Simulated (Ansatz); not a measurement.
# NClO: a ladder of functionals and wavefunction methods

An exercise on one series of results from a longer session: the logs are not shown, and one member is left open.

Program: Ansatz 0.2.0, Gaussian basis. Level of theory: functionals in def2-TZVPP, the program's frozen cores in correlated methods. These are calculated values, not measurements.

Plan: LDA (SPW92), PBE-D4, revPBE-D4, BLYP-D4, r2SCAN-D4, B97M-V, PBE0-D4, B3LYP-D4, r2SCANh-D4, r2SCAN0-D4, HSE06-D4, BHLYP-D4, CAM-B3LYP-D4, LC-ωPBE, ωB97X-V, ωB97M-V, B2PLYP, PBE-QIDH; CCSD(T)/def2-SVP; CCSD(T)/def2-TZVPP; CCSD(T)/def2-QZVPP; extrapolation to the limit; RPA on PBE.

## The geometry

All runs share one geometry, relaxed beforehand with PBE0-D4 in a triple-zeta def2 set.

3 atoms, charge 0, spin multiplicity 1.

Atoms are counted from 1 here; the program's logs count them from 0.

Bond lengths: Cl1–N2 1.944 Å, N2–O3 1.127 Å. Angles: Cl1–N2–O3 113.9°.

The first run:

in.yaml reads:

```yaml
crystal:
  periodic: [false, false, false]
  atoms:
    - {symbol: Cl, position_ang: [-0.508568, -0.905958, 0.000000]}
    - {symbol: N, position_ang: [0.000039, 0.970196, -0.000000]}
    - {symbol: O, position_ang: [1.113469, 1.141842, 0.000000]}
basis:
  gaussian: {orbitals: def2-TZVPP}
hamiltonian: {xc: lda}
output: {orbitals: {seedname: orbitals}}
```

On the command line:

```console
$ ansatz run in.yaml --threads 2 --pin off --events-out ev --progress --plain --max-ram 32768MiB --backend cpu
```

Steps of the session up to this table: LDA; PBE-D4 (GGA); revPBE-D4 (GGA); BLYP-D4 (GGA); r2SCAN-D4 (meta-GGA); B97M-V (meta-GGA); PBE0-D4 (hybrid); B3LYP-D4 (hybrid); r2SCANh-D4 (hybrid); r2SCAN0-D4 (hybrid); HSE06-D4 (hybrid); BHLYP-D4 (hybrid); CAM-B3LYP-D4 (range-separated); LC-ωPBE (range-separated); ωB97X-V (range-separated); ωB97M-V (range-separated); B2PLYP (double hybrid); PBE-QIDH (double hybrid).

One table of the session follows, with a row left open; its other results are not shown here.

It belongs to the step «Orbital energies across the functionals». 

| functional | HOMO (eV) | LUMO (eV) | gap (eV) |
| --- | --- | --- | --- |
| LDA (SPW92) | -7.42 | -5.00 | 2.42 |
| PBE-D4 | -7.25 | -4.74 | 2.51 |
| revPBE-D4 | -7.18 | -4.65 | 2.53 |
| BLYP-D4 | -7.13 | -4.64 | 2.49 |
| r2SCAN-D4 | -7.58 | -4.70 | 2.88 |
| B97M-V | -7.65 | -4.54 | 3.11 |
| PBE0-D4 | -8.59 | -3.62 | 4.96 |
| B3LYP-D4 | -8.37 | -3.92 | 4.44 |
| r2SCANh-D4 | -8.07 | -4.26 | 3.81 |
| r2SCAN0-D4 | -8.81 | -3.58 | 5.23 |
| HSE06-D4 | -8.19 | -4.01 | 4.17 |
| BHLYP-D4 | -9.81 | -2.29 | 7.53 |
| CAM-B3LYP-D4 | -9.90 | -2.38 | 7.52 |
| LC-ωPBE | -11.12 | -1.07 | 10.06 |
| ωB97X-V | -10.81 | -1.12 | 9.69 |
| ωB97M-V | ? | ? | ? |

**Question.** Estimate the row for ωB97M-V.

**Answer.** HOMO (eV): -10.70; LUMO (eV): -1.10; gap (eV): 9.60. In the column «HOMO (eV)» it lies between ωB97X-V (-10.81) and CAM-B3LYP-D4 (-9.90).
